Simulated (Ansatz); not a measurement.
**AlH₃F (doublet): wave-function methods side by side at distance Al1–H4 along a hydrogen transfer = 1.769 Å, cc-pVDZ**

The task here is to estimate one member of a computed series from the others.

Method: cc-pVDZ, core rule «outside noble gas», up to 6 orbitals frozen; program: Ansatz 0.2.0, Gaussian basis.

To be run: UHF; CCSD(T) on ROHF; CCSD(T) on UHF; BCCD(T) on ROHF; CISD; CCSDT(Q) on ROHF; CCSDT(Q) on UHF; CASSCF and MRCISD+Q, 3 electrons in 3 orbitals; CASSCF and NEVPT2, 3 electrons in 3 orbitals.

19 further runs of the same task are left out: 9 for a known fault of the program, 8 that didn't finish, 2 set aside as unsound or not needed.

## The geometry

The geometry derives from fragments relaxed apart (PBE0/def2-TZVP) and kept rigid, so it is no stationary point. A hydrogen atom is moved between rigid fragments.

5 atoms, charge 0, spin multiplicity 2.

Atoms are counted from 1 here; the program's logs count them from 0.

Bond lengths: Al1–H2 1.586 Å, Al1–H3 1.586 Å, Al1–H4 1.769 Å, H4–F5 1.037 Å. Angles: H2–Al1–H3 120.0°, H2–Al1–H4 120.0°, H3–Al1–H4 120.0°, Al1–H4–F5 180.0°.

Set-up of the first run:

File in.yaml:

```yaml
crystal:
  periodic: [false, false, false]
  atoms:
    - {symbol: Al, position_ang: [-1.091633, 0.000000, 0.000000]}
    - {symbol: H, position_ang: [-1.884557, 1.373384, 0.000000]}
    - {symbol: H, position_ang: [-1.884557, -1.373384, 0.000000]}
    - {symbol: H, position_ang: [0.677367, 0.000000, 0.000000]}
    - {symbol: F, position_ang: [1.714367, 0.000000, 0.000000]}
basis:
  gaussian: {orbitals: cc-pVDZ}
magnetization: {spin_polarized: true, initial_magnetization: 1}
hamiltonian: {xc: hf}
output: {orbitals: {seedname: orbitals}}
```

On the command line:

```console
> ansatz run in.yaml --threads 1 --pin off --events-out ev --progress --plain --max-ram 2393MiB
```

Among the steps run: UHF; CCSD(T) on ROHF; CCSD(T) on UHF; BCCD(T) on ROHF; CISD; CCSDT(Q) on ROHF; CCSDT(Q) on UHF; CASSCF and MRCISD+Q, 3 electrons in 3 orbitals; CASSCF and NEVPT2, 3 electrons in 3 orbitals.

One of the session's tables, all rows but one given; the rest of the session is left out.

| method | from UCCSDT(Q) (meV) |
| --- | --- |
| ROHF | +8197.9 |
| UHF | +8095.5 |
| RMP2 | +774.8 |
| UMP2 | +807.8 |
| CISD | +721.0 |
| RCCSD | +150.0 |
| UCCSD | +146.6 |
| RCCSD(T) | +33.1 |
| UCCSD(T) | +33.2 |
| BCCD(T) | +31.5 |
| RCCSDT | +15.2 |
| UCCSDT | +14.8 |
| RCCSDT(Q) | +1.0 |
| UCCSDT(Q) | 0 |
| CASSCF pair | +7509.2 |
| NEVPT2 pair | ? |
| MRCISD pair | +627.8 |
| MRCISD+Q pair | +92.5 |

Estimate the missing values for NEVPT2 pair.

As computed: from UCCSDT(Q) (meV): +794.7. In the column «from UCCSDT(Q) (meV)» it lies between RMP2 (+774.8) and UMP2 (+807.8).

To keep in mind: Restricted and unrestricted rows rest on different reference determinants; where their highest levels disagree by more than a few hundredths of an eV, they describe different states and don't form one ladder.
